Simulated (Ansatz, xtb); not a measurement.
Relative energy of two isomers of CH2NaS

We compare a, `[Na][CH]S`, a doublet, with b, `[CH2][S][Na]`, a doublet. Both are isolated molecules in the gas phase, relaxed with PBE-D3(BJ)/def2-SVP; the shapes shown needn't be the lowest conformers.

a (Å):

```yaml
atoms:
  - { symbol: C, position_ang: [-0.1828, -0.5126, -0.0570] }
  - { symbol: Na, position_ang: [1.9349, -0.5731, 0.8335] }
  - { symbol: S, position_ang: [-1.1524, 0.7867, -0.6868] }
  - { symbol: H, position_ang: [-0.7376, 1.8243, 0.1090] }
  - { symbol: H, position_ang: [-0.5324, -1.3902, -0.6550] }
```

b (Å):

```xyz
5

C    -1.1959   -3.6106    1.8463
Na    1.1823   -1.6444    3.4962
S     0.1654   -3.9165    2.8101
H    -1.2616   -4.0279    0.8257
H    -2.0608   -3.0251    2.2072
```

Quicker runs give these differences E(b) − E(a): GFN2-xTB −173.2 kJ/mol; HF/STO-3G −119.2 kJ/mol (at GFN2-xTB geometries); r2SCAN-D4/def2-SVP −159.0 kJ/mol (at GFN2-xTB geometries).

Question: Estimate E(b) − E(a) at the level CCSD(T)/def2-TZVP.

Answer: Calculated at CCSD(T)/def2-TZVP: E(b) − E(a) = −141.4 kJ/mol, so structure b lies lower.

The same difference at several levels:

```
              level             geometry  E(b) − E(a) (kJ/mol)  departure from the last row (kJ/mol)  job, with rough time for the two
           GFN2-xTB             GFN2-xTB                  −173.2                                 −31.8              optimisation, 0.64 s
          HF/STO-3G             GFN2-xTB                  −119.2                                 +22.2                 single point, 1 s
 r2SCAN-D4/def2-SVP             GFN2-xTB                  −159.0                                 −17.6                single point, 14 s
PBE-D3(BJ)/def2-SVP  PBE-D3(BJ)/def2-SVP                  −151.8                                 −10.4               optimisation, 4 min
       HF/def2-TZVP  PBE-D3(BJ)/def2-SVP                  −151.8                                 −10.3           part of the CCSD(T) run
      MP2/def2-TZVP  PBE-D3(BJ)/def2-SVP                  −146.7                                  −5.3           part of the CCSD(T) run
  CCSD(T)/def2-TZVP  PBE-D3(BJ)/def2-SVP                  −141.4                                                   single point, 3.7 min
```

As drawn, b has 1 Na–S, 1 C–H in place of 1 C–Na, 1 S–H.

None of the levels shown reverses the order. The largest departure from CCSD(T)/def2-TZVP is that of GFN2-xTB, 31.8 kJ/mol.

With harmonic frequencies from PBE-D3(BJ)/def2-SVP (ideal gas, rigid rotor, one conformer each, 298.15 K, 1 atm): the zero-point term adds +5.0 kJ/mol; ΔH is −135.6 and ΔG −138.4 kJ/mol.

Open shells are spin-unrestricted. The correlated steps freeze 7 core orbitals; the last core shell of Na is correlated, in a basis made for valence electrons. Run with Ansatz 0.2.0, xtb 6.7.1; the last row on 1 thread of AMD EPYC (Zen 3) on a shared host.
